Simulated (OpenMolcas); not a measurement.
# How basis sets differ on BPH2O (SMILES B1OP1)

BPH2O has 5 atoms, charge 0, and is taken as a singlet. SMILES: `B1OP1`. The shape is that of a GFN2-xTB optimisation.

Quantity: the HOMO–LUMO gap, in eV. The values are calculated.

```json
{"level": "HF/ANO-RCC-MB (DKH2)", "kind": "Hartree–Fock", "program": "OpenMolcas", "value (eV)": "14.07"}
{"level": "HF/STO-3G", "kind": "Hartree–Fock", "program": "OpenMolcas", "value (eV)": "15.68"}
{"level": "HF/3-21G", "kind": "Hartree–Fock", "program": "OpenMolcas", "value (eV)": "13.37"}
{"level": "HF/def2-SVP", "kind": "Hartree–Fock", "program": "OpenMolcas", "value (eV)": "13.21"}
{"level": "HF/def2-TZVP", "kind": "Hartree–Fock", "program": "OpenMolcas", "value (eV)": "12.59"}
```

The values span 12.59 to 15.68 eV. A Hartree–Fock LUMO above zero doesn't converge with the basis: it sinks as sets grow more diffuse. Orbital gaps aren't excitation energies.
